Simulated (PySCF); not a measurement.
A spin–spin coupling run with PySCF 2.14 (density fitting, non-relativistic, gas phase) on `C=C(F)[C+](C)C`, [C5H8F]+:

```
{"job": {"kind": "j", "xc": "B97-2", "basis": "pcJ-1"}, "charge": 1, "multiplicity": 1}
C      2.033806     0.280831    -0.261953
C      0.986894    -0.391888     0.275494
F      1.191092    -1.569099     0.837111
C     -0.366795     0.065729     0.294183
C     -1.356079    -0.814729     0.913531
C     -0.791723     1.350086    -0.261872
H      3.034754    -0.159820    -0.220822
H      1.910996     1.253660    -0.737988
H     -1.021825    -1.092663     1.931462
H     -2.367841    -0.395776     0.931176
H     -1.350156    -1.785722     0.377910
H     -0.019333     1.942640    -0.760384
H     -1.639621     1.174675    -0.949568
H     -1.236905     1.940749     0.563173
```

Hardware: 1 thread of an Arm Neoverse V1, shared host. The job also computes field gradients.

Question: How large is the calculation?

Answer: 46 electrons, 242 basis functions and 860 auxiliary functions.

Question: How long does it take?

Answer: 38 s of wall time, with 14 SCF cycles. Times on a shared host scatter by some tens of per cent.

Question: And these other runs on the same molecule and hardware: spin–spin coupling at KT2/pcJ-1; spin–spin coupling at LDA/pcJ-1; spin–spin coupling at PBE/pcJ-1; spin–spin coupling at PBE0/pcJ-1?

Answer: KT2/pcJ-1: 242 functions, 36 s; LDA/pcJ-1: 242 functions, 24 s; PBE/pcJ-1: 242 functions, 34 s; PBE0/pcJ-1: 242 functions, 39 s.
